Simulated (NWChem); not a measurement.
**Correlation energy of hydrogen sulfide (H₂S)**

```xyz
3

S      0.0000     0.0000     0.1056
H     -0.9740     0.0000    -0.8447
H      0.9740     0.0000    -0.8447
```
Charge 0, spin multiplicity 1.

All runs are NWChem calculations. All single points use one geometry, from PBE/def2-SVP, a minimum by its harmonic frequencies.

Basis set: cc-pVQZ. Each correlation energy counts from its own Hartree-Fock reference.

The correlated methods keep 5 core orbitals frozen. No row is a measurement; the coupled-cluster row has its own basis-set and correlation limits.

Task: Order these methods by the correlation energy they give, lowest first: RI-MP2, CCSD, CR-CCSD(T), CCSD+T(CCSD).

Result: CCSD+T(CCSD) (-238.4 mHa), CR-CCSD(T) (-236.9 mHa), CCSD (-228.8 mHa), RI-MP2 (-206.8 mHa)
